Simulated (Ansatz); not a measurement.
Process, species as SMILES: FOF → F atom + [O]F (O-F)
B3LYP-D3(BJ)/def2-TZVP geometries, fixed; electronic energies without zero-point terms.
Largest species:
```xyz
3

F      0.0392     1.1006    -0.2795
O     -0.0196     0.0082     0.5973
F     -0.0218    -1.1078    -0.2514
```

Basis-set convergence of the bond dissociation energy at B2PLYP with Ansatz (a program for electronic structure). All functions are spherical. Cores are frozen. Open shells are unrestricted. No added dispersion term, no relativity. Functions are those of the species that has most. Reference: the value in aug-pcseg-3, 39.03 kcal/mol, itself unsure by roughly 0.28 kcal/mol (its mean distance from aug-cc-pVQZ, cc-pV5Z, def2-QZVPPD). Deviations are taken from unrounded values.

```tsv
basis	functions	bond dissociation energy (kcal/mol)	minus reference (kcal/mol)
pcseg-0	27	27.45	-11.58
6-311G**	54	32.77	-6.27
def2-SVPD	69	34.90	-4.14
6-311++G(2d,2p)	81	36.14	-2.89
cc-pVTZ	90	37.86	-1.17
pcseg-2	90	37.94	-1.09
6-311++G(3df,3pd)	117	37.78	-1.26
aug-pcseg-2	138	38.59	-0.44
def2-QZVPP	171	38.39	-0.65
```

The smallest set listed that lies within 2 kcal/mol of the reference with all its larger relatives (same family, alike in diffuse functions; a set with none counts only in the reference's own line) is cc-pVTZ (90 functions, -1.17 kcal/mol off), level with pcseg-2. Inside, with no larger relative to test it: 6-311++G(3df,3pd), def2-QZVPP. (Relatives not listed, tested too: cc-pVQZ -0.46, pcseg-3 -0.19, aug-pcseg-3 0.00, cc-pV5Z -0.20 kcal/mol.)
